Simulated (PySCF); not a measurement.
3C-SiC: correlation energy from several methods in one and the same small orbital space (PySCF; 2 atoms at the zone centre, 8 electrons in 20 orbitals, empty ones MP2 natural orbitals of a TZ basis, lattice constant set to 4.358 Å). It tests the methods against each other and lies far from the crystal's limit.

```csv
method,E_corr (eV per atom),share of full CI (%),error (meV)
MP2,-1.9383,77.1,577
CCSD,-2.4680,98.1,47
CCSD(T),-2.5007,99.4,14
CCSDT,-2.5099,99.8,5
CCSDT(Q),-2.5139,100.0,1
full CI,-2.5151,100.0,0
```

The Hartree–Fock determinant has a weight of 0.91 in the full CI state.

MP2, (T) and (Q) use filled levels shifted down by the Madelung term, which in so small a cell is a large part of the gap, so these rows hang on it.
